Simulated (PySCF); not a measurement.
# wB97X-V/STO-6G run of [PO2]+ (SMILES O=[P+]=O)

What is the vertical ionisation energy of [PO2]+ at wB97X-V/STO-6G? 

Program for the calculation: PySCF 2.14.0.

10 further runs of the same task are left out: 1 that didn't finish, 9 set aside as unsound or not needed.

## Step 1: The molecule

[PO2]+: 3 atoms, total charge +1, spin state singlet. As SMILES, `O=[P+]=O`. The coordinates come from a GFN2-xTB relaxation.

Bond lengths: O1–P2 1.407 Å, P2–O3 1.408 Å. Angles: O1–P2–O3 179.9°.

## Step 2: The energy at wB97X-V/STO-6G

job.py

```python
from pyscf import gto, dft

mol = gto.Mole()
mol.atom = '''
O      1.497211     1.938670     1.035910
P      0.000435    -0.000397     0.000643
O     -1.497646    -1.938273    -1.036553
'''
mol.basis = 'sto-6g'
mol.max_memory = 1860
mol.unit = 'bohr'
mol.spin = 0
mol.charge = 1
mol.verbose = 3
mol.build()

myscf = dft.RKS(mol, xc='wb97x-v')
myscf.grids.level = 5
myscf.conv_tol = 1e-10
myscf.nlcgrids.level = 1
myscf.kernel()
if not myscf.converged:
    myscf = myscf.newton().run(myscf.mo_coeff, myscf.mo_occ)

e_final = myscf.e_tot
print(f'total energy: {e_final:.8f} hartree')
```

Run with:

```
$ OMP_NUM_THREADS=1 python job.py
```

What it wrote:

```text
converged SCF energy = -489.388113160634
total energy: -489.38811316 hartree
```

Wall time 13 s (1 thread of Arm Neoverse V2, shared host); peak memory 0.19 GiB.

## Step 3: Doublet [PO2]2+ at the same level

mol.xyz

```xyz
3
O2P
O      0.792290     1.025900     0.548180
P      0.000230    -0.000210     0.000340
O     -0.792520    -1.025690    -0.548520
```

run.py

```python
from pyscf import gto, dft

mol = gto.M(
    atom='mol.xyz',
    spin=1,
    verbose=3,
    basis='sto-6g',
    charge=2,
    max_memory=1860,
)

mf = dft.UKS(mol, xc='wb97x-v')
mf.nlcgrids.level = 1
mf.conv_tol = 1e-10
mf.grids.level = 5
mf.kernel()
if not mf.converged:
    mf = mf.newton().run(mf.mo_coeff, mf.mo_occ)

etot = mf.e_tot
print('E(%s) = %.9f' % ('WB97X-V', etot))
```

Run with:

```
$ OMP_NUM_THREADS=1 python run.py
```

What it wrote:

```text
WARN: HOMO -0.44172664566917 >= LUMO -0.441726645669171

converged SCF energy = -488.667069151123  <S^2> = 0.83899571  2S+1 = 2.0870991
E(WB97X-V) = -488.667069151
```

Wall time 16 s (1 thread of Arm Neoverse V2, shared host); peak memory 0.2 GiB.

## Step 4: Outcome

Level: wB97X-V/STO-6G.

```
                                            quantity          value
                        singlet [PO2]+: total energy  -489.38811 Eh
                         singlet [PO2]+: HOMO energy      -18.16 eV
                         singlet [PO2]+: LUMO energy       -6.56 eV
                       singlet [PO2]+: HOMO–LUMO gap       11.60 eV
                       doublet [PO2]2+: total energy  -488.66707 Eh
 doublet [PO2]2+: HOMO energy (highest over α and β)      -29.28 eV
  doublet [PO2]2+: LUMO energy (lowest over α and β)      -21.01 eV
                               doublet [PO2]2+: ⟨S²⟩          0.839
vertical ionisation energy (to the doublet dication)      19.621 eV
```

In words: The vertical ionisation energy comes to 19.62 eV (1893 kJ/mol). The negative HOMO energy of the first species, 18.16 eV, lies 1.46 eV below that difference. In a minimal basis such a difference can be off by several eV, whatever the method.
